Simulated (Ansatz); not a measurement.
Rock-salt MgS was calculated with G0W0@r²SCAN in Ansatz (hard PAW, contour deformation).

The same calculation (at the measured cell, 17.609 Å³/atom) with different numerical settings; throughout: response cutoff 100 eV, empty bands 147:

| run | k mesh | quasiparticle gap on the mesh (eV) | quasiparticle gap at Γ (eV) | rough time |
|---|---|---|---|---|
| 1 | 4×4×4 | 4.428 | 5.476 | 10 core-s |
| 2 | 6×6×6 | 4.471 | 5.494 | 50 core-s |
| 3 | 8×8×8 | 4.473 | 5.490 | 7 core-min |
| 4 | 10×10×10 | 4.473 | 5.488 | 30 core-min |

In the column quasiparticle gap on the mesh (eV) the first row differs from the last by -0.045 and the next to last by 0.000.

The last row is no converged limit: other settings stay fixed.

Ansatz is an electronic-structure program.
